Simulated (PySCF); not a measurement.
# How the method moves the HOMO and LUMO of `F[C@H]1CCS1`

Compound: C3H5FS.
Z-matrix (Å and degrees, PBE0-D3(BJ)/def2-SVP geometry), rows numbered from 1:
```
F 
C   1  1.3583
C   2  1.5248  1  114.38
C   3  1.5327  2   96.38  1   133.66
S   2  1.8354  1  115.35  3   104.96
H   2  1.1027  1  107.50  3  -129.70
H   3  1.1010  2  116.09  1  -102.66
H   3  1.0996  2  107.36  1    19.24
H   4  1.0997  3  113.75  2    99.44
H   4  1.0990  3  116.23  2  -132.69
```

Basis pcSseg-2 throughout (PySCF), one geometry. Isolated species at its PBE0-D3(BJ)/def2-SVP geometry (one conformer only).

How do the orbital energies, the gap and the dipole change with the method?

```tsv
method	kind	HOMO (eV)	LUMO (eV)	gap (eV)	μ (D)	SCF cycles
BLYP	GGA	-5.48	-1.20	4.28	2.49	14
B97-D	GGA	-5.59	-1.19	4.40	2.51	15
OPBE	GGA	-5.61	-1.18	4.43	2.47	14
PBE	GGA	-5.61	-1.30	4.32	2.49	14
KT2	GGA	-5.70	-1.37	4.33	2.52	16
BP86	GGA	-5.70	-1.34	4.37	2.51	14
KT3	GGA	-5.72	-1.36	4.36	2.48	16
LDA	LDA	-5.72	-1.48	4.24	2.56	14
B97-2	global hybrid	-6.60	-0.36	6.24	2.61	13
B3LYP	global hybrid	-6.63	-0.60	6.03	2.60	13
PBE0	global hybrid	-6.85	-0.33	6.52	2.62	13
mPW1PW91	global hybrid	-6.87	-0.33	6.54	2.62	13
BHandHLYP	global hybrid	-7.97	0.57	8.55	2.73	12
CAM-B3LYP	range-separated hybrid	-8.21	0.68	8.89	2.67	12
wB97X-D	range-separated hybrid	-8.71	1.49	10.20	2.66	14
LC-wPBE	range-separated hybrid	-9.60	1.90	11.50	2.69	14
HF	Hartree–Fock	-9.71	2.51	12.22	2.89	11
```

The HOMO spans 4.24 eV, from BLYP down to HF, and the gap runs from 4.24 eV (LDA) to 12.22 eV (HF). Over the methods BLYP (0 %), B97-D (0 %), OPBE (0 %), PBE (0 %), KT2 (0 %), BP86 (0 %), KT3 (0 %), LDA (0 %), B97-2 (21 %), B3LYP (20 %), PBE0 (25 %), mPW1PW91 (25 %), BHandHLYP (50 %), HF (100 %), a straight line through the gap against the share of exact exchange rises by 0.80 eV for each 10 % (correlation coefficient 0.999). The dipole ranges from 2.47 D (OPBE) to 2.89 D (HF). This basis has no diffuse functions.

The vertical ΔSCF ionisation energy at CAM-B3LYP/def2-SVPD is 9.23 eV; −ε(HOMO) comes closest to it with LC-wPBE (9.60 eV).
